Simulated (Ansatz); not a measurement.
Name a neutral molecule of B, N, Si and H with size of the dipole moment (ωB97M-V/def2-TZVPP) between 1.20 and 1.50 D and LUMO energy (ωB97M-V/def2-TZVPP) between -0.40 and -0.10 eV (Ansatz, PBE0-D4/def2-TZVP geometry).

`B[SiH2]N` (1.21 D, -0.29 eV). Other molecules can fit too; these were computed, each in one conformer that needn't be the lowest.
